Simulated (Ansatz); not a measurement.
One crystal and one scan (energy against volume) at two levels, r2SCAN (plane waves to 500 eV, PAW, scalar-relativistic; Ansatz, a first-principles code) and PBE (plane waves to 420 eV, PAW, scalar-relativistic; Ansatz), each from its own relaxed cell and on its own mesh. The cell shown is that of r2SCAN.

Rh (fcc, Cu type)

```
Rh
1.0
    0.00000     1.90000     1.90000
    1.90000     0.00000     1.90000
    1.90000     1.90000     0.00000
Rh
1
Cartesian
  0.00000   0.00000   0.00000
```

E(V) scan at fixed shape, V₀ the volume above. Symmetry pins the atoms to their sites.

Energies are smeared free energies. Rh is run without spin polarisation. Rh was relaxed with its symmetry unable to fall. Percentages come from the unrounded values. Both scans cover V/V₀ from 0.840 to 1.160.

Results of r2SCAN:

| Item | Value |
|---|---|
| Lattice constant a (Å) | 3.800 |
| Pressure at the smallest volume (GPa) | 76.6 |
| Energy cost of the largest compression (meV/atom) | 440 |
| Energy cost of the largest expansion (meV/atom) | 227 |
| Bulk modulus B₀ (third-order Birch-Murnaghan fit) (GPa) | 280.9 |
| Pressure for 5 % compression (fit) (GPa) | 16.4 |

Task: What does PBE give for the same quantities?

Result: 
```json
[
 {"quantity": "Lattice constant a (Å)", "PBE": "3.830", "r2SCAN − PBE": "-0.030 (-0.8 %)"},
 {"quantity": "Pressure at the smallest volume (GPa)", "PBE": "70.0", "r2SCAN − PBE": "+6.6 (+9.4 %)"},
 {"quantity": "Energy cost of the largest compression (meV/atom)", "PBE": "412", "r2SCAN − PBE": "+28 (+7.0 %)"},
 {"quantity": "Energy cost of the largest expansion (meV/atom)", "PBE": "212", "r2SCAN − PBE": "+15 (+7 %)"},
 {"quantity": "Bulk modulus B₀ (third-order Birch-Murnaghan fit) (GPa)", "PBE": "256.0", "r2SCAN − PBE": "+24.9 (+9.7 %)"},
 {"quantity": "Pressure for 5 % compression (fit) (GPa)", "PBE": "15.0", "r2SCAN − PBE": "+1.4 (+10 %)"}
]
```

r2SCAN gives the higher value for: pressure at the smallest volume; energy cost of the largest compression; energy cost of the largest expansion; bulk modulus B₀; pressure for 5 % compression. r2SCAN gives the lower value for: lattice constant a. For the lattice constant a the reference is 3.794 Å (measured, corrected to the static lattice; as given in Daniel Mejia-Rodriguez, S. B. Trickey, Physical Review B (2018), arXiv:1807.09216): r2SCAN lies nearer. For the bulk modulus B₀ the reference is 271 GPa (measured, corrected to the static lattice; as given in H. Levämäki, M. P. J. Punkkinen, K. Kokko et al., Physical Review B (2014), arXiv:1402.3671): within its tolerance of 6.5 % it doesn't tell which level is nearer.  Neither level is exact: the differences show how much the result hangs on the functional.

(Under strain, the slope of the energy per volume gives the stress and its curvature an elastic modulus.)
